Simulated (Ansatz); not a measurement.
Compare A (`CC/C=C(\F)Cl`) with its isomer B (`C=C(C)C(F)Cl`).

Isolated molecules relaxed with PBE0-D4/def2-TZVP in Ansatz; ΔE leaves out vibrations. CCSD(T)/CBS is the MP2 limit (def2-TZVPP, def2-QZVPP) plus CCSD(T) − MP2 in def2-TZVPP, frozen cores. DFT in def2-TZVPP. B3LYP here is the variant with VWN-RPA as its local correlation; programs differ in this. Each species was taken in one conformer, which may not be the lowest.

Which is lower in electronic energy at CCSD(T)/CBS, and by how much? (Estimate.)

The calculation gave: B, by 14.1 kJ/mol.

Give E(B) − E(A) in kJ/mol with ωB97M-V, B3LYP-D4, CCSD(T)/def2-TZVPP, PBE-D4, r2SCAN-D4, CCSD/def2-TZVPP, HF/def2-TZVPP. (An estimate is asked.)

The calculation gave: ωB97M-V -11.4, B3LYP-D4 -11.1, CCSD(T)/def2-TZVPP -12.8, PBE-D4 -4.1, r2SCAN-D4 -7.8, CCSD/def2-TZVPP -12.7, HF/def2-TZVPP -15.4. None reverses the order clearly.

Largest T1 diagnostic: 0.011.

The D4 term adds −4.5 kJ/mol with B3LYP and −2.3 kJ/mol with PBE0; it sums over pairs of atoms, weighted by their polarisabilities, and B3LYP, whose exchange is more repulsive, gets the larger term.
